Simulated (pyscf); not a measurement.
Elementary routes open to GaH [singlet] + HF in the gas phase (singlet surface):
A. F–Ga [singlet] + H₂ (Ga–H, F–H broken; F–Ga, H–H formed)
B. F–GaH₂ (F–H broken; F–Ga, Ga–H formed)

Optimised with ωB97X-D3(BJ)/def2-SVP in PySCF.

### Question
Rank the routes by free-energy barrier at 298 K, lowest first, for ωB97M-D3(BJ)/def2-TZVP energies (ideal gas, 1 atm, RRHO with modes under 100 cm⁻¹ raised to 100, one conformer, R ln 2 for chiral ones without a mode under 150 cm⁻¹).

### Answer
A (0.03 eV), B (1.12 eV)

Route A is the fastest of these, ahead of the next by 1.09 eV. The most stable products are those of A (ΔG = -1.80 eV), so kinetics and thermodynamics agree. At 1200 K A is still the fastest. A: On the reactant side the descent ends in a bound adduct, 0.38 eV under the separated species and 0.09 eV under the saddle at ωB97X-D3(BJ)/def2-TZVP. Only these routes are compared; each barrier is that of the saddle found, and lower ones may exist. Elements up to Kr have no core potential and no relativistic terms here.
